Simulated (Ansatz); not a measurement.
A made-up structure of BNH3 (charge +1), singlet:

```xyz
5
angstrom
B 0.4163 -0.5451 0.3635
N -0.2867 0.3754 -0.2504
H 1.0455 -1.3690 0.9129
H 0.7303 -1.4132 -0.3224
H 0.0771 1.3013 -0.4766
```

It is relaxed with PBE-D4/def2-SVP and then PBE0-D4/def2-TZVP (Ansatz 0.2.0). Atoms count as bonded within 1.22 times the sum of their covalent radii (H–H: 0.88 Å). The end point is not checked to be a true minimum.

**Question.** Does its bonding change? (A judgement: the text doesn't fix the answer.)

**Answer.** The calculation gives: Yes. Formed: N2–H4; broken: B1–H4.

Where it ends: The first stage lowers the energy by 3.84 eV in 15 steps. It ends as BNH₃ ([BH][NH2]), total charge +1:
B1  (0.547, -0.738, 0.688)
N2  (0.293, -0.049, -0.397)
H3  (0.774, -1.356, 1.660)
H4  (0.451, -0.408, -1.339)
H5  (-0.082, 0.900, -0.384)
(Å)

Labels in which every atom is bracketed show which atoms are joined, not bond orders.

For scale, one of the runs: PBE0-D4/def2-TZVP relaxation, 80 basis functions, launched by `ansatz run in.yaml --threads 2 --pin off --events-out ev --progress --plain --max-ram 4352MiB`. Hardware: 2 CPU threads of an Arm Neoverse V2, shared host. Wall time about 2.4 s.
